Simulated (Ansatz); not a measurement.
# B2H (doublet): wave-function methods side by side at distance B1–B2 = 1.686 Å, 6-31G

Aim: climb from Hartree-Fock through coupled cluster and multireference methods for B2H (doublet) at one geometry and basis, and see what each rung misses.

The runs use Ansatz 0.2.0, Gaussian basis; 6-31G, core rule «outside noble gas», up to 2 orbitals frozen.

Plan: UHF; CCSD(T) on ROHF; CCSD(T) on UHF; BCCD(T) on ROHF; CISD; CCSDT(Q) on ROHF; CCSDT(Q) on UHF; CISDTQ; CCSDTQ on ROHF; CCSDTQ on UHF; CASSCF and MRCISD+Q, 3 electrons in 3 orbitals; CASSCF and NEVPT2, 3 electrons in 3 orbitals; CASSCF and MRCISD+Q, 7 electrons in 9 orbitals; CASSCF and MRCISD+Q(relaxed), 7 electrons in 9 orbitals; CASSCF and NEVPT2, 7 electrons in 9 orbitals; Full CI; Full CI in the symmetry of the determinant.

13 further runs of the same task are left out: 10 that didn't finish, 3 set aside as unsound or not needed.

## (1) The system

The geometry derives from a PBE0/def2-TZVP stationary point (not a proven minimum). One bond is set to the value named and the two fragments are kept rigid.

3 atoms, charge 0, spin multiplicity 2.

Atoms are counted from 1 here; the program's logs count them from 0.

Bond lengths: B1–B2 1.686 Å, B1–H3 1.177 Å. Angles: B2–B1–H3 180.0°.

## (2) UHF

The input, in.yaml:

```yaml
crystal:
  periodic: [false, false, false]
  atoms:
    - {symbol: B, position_ang: [0.000000, 0.000000, 0.169519]}
    - {symbol: B, position_ang: [0.000000, 0.000000, -1.516481]}
    - {symbol: H, position_ang: [0.000000, 0.000000, 1.346963]}
basis:
  gaussian: {orbitals: 6-31G}
magnetization: {spin_polarized: true, initial_magnetization: 1}
hamiltonian: {xc: hf}
output: {orbitals: {seedname: orbitals}}
```

The run is started by

```console
> ansatz run in.yaml --threads 1 --pin off --events-out ev --progress --plain --max-ram 2393MiB
```

After this run come: CCSD(T) on ROHF; CCSD(T) on UHF; BCCD(T) on ROHF; CISD; CCSDT(Q) on ROHF; CCSDT(Q) on UHF; CISDTQ; CCSDTQ on ROHF; CCSDTQ on UHF; CASSCF and MRCISD+Q, 3 electrons in 3 orbitals; CASSCF and NEVPT2, 3 electrons in 3 orbitals; CASSCF and MRCISD+Q, 7 electrons in 9 orbitals; CASSCF and MRCISD+Q(relaxed), 7 electrons in 9 orbitals; CASSCF and NEVPT2, 7 electrons in 9 orbitals; Full CI; Full CI in the symmetry of the determinant.

Before running them: what should the planned runs give, taken together? Wanted: FCI below the RHF energy; UMP2 from FCI; UCCSD(T) from FCI; UCCSDT(Q) from FCI; NEVPT2 valence from FCI; MRCISD+Q valence from FCI; MRCISD+Q(relaxed) valence from FCI; T1 diagnostic; effectively unpaired electrons.

**Answer**, as computed:

| quantity | value |
| --- | --- |
| FCI below the RHF energy | -2.9854 eV |
| UMP2 from FCI | +13.83 kcal/mol |
| UCCSD(T) from FCI | -18.67 kcal/mol |
| UCCSDT(Q) from FCI | -0.16 kcal/mol |
| NEVPT2 valence from FCI | +4.85 kcal/mol |
| MRCISD+Q valence from FCI | +0.04 kcal/mol |
| MRCISD+Q(relaxed) valence from FCI | -0.10 kcal/mol |
| levels within 1 kcal/mol (43 meV) | UCCSDT, UCCSDT(Q), UCCSDTQ, MRCISD valence, MRCISD+Q valence, MRCISD+Q(relaxed) valence |
| T1 diagnostic | 0.020 |
| effectively unpaired electrons | 3.04 |

What this shows: UCCSD(T) misses by -18.67 kcal/mol, 27.1 % of the correlation energy. UCCSD, UCCSD(T), UCCSDT(Q), MRCISD+Q(relaxed) valence fall below full CI: unrestricted runs freeze a spin-polarised core, another one than full CI's, and coupled cluster isn't variational. The occupations show strong static correlation (3.0 unpaired electrons where one determinant has 1). Of the multireference levels listed MRCISD+Q valence comes nearest in total energy (+0.04 kcal/mol), which doesn't show that its space is the better one. The lowest state has another symmetry than the determinant, whose own symmetry lies 0.08 eV higher, so single-reference misses include that gap. These misses are within one basis, not against nature; the frozen cores of restricted and unrestricted runs differ, which can shift their rows.
